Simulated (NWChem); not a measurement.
# Total energies of B

```
B
```
Charge 0, spin multiplicity 2.

All runs are NWChem calculations.

Basis set: cc-pVTZ (30 functions).

```
method   total energy (Ha)
-------  -----------------
UHF              -24.53207
UMP2             -24.57615
UB2PLYP          -24.63537
UPBE             -24.60986
UB3LYP           -24.66376
UBP86            -24.64995
```

Total energies of different functionals aren't comparable as a measure of quality: only differences taken within one method are. 

The correlated methods keep 1 core orbital frozen. B3LYP has NWChem's definition, with VWN1-RPA local correlation. The stability of the SCF solutions was not checked. Open-shell Hartree-Fock references start from PBE0 orbitals.
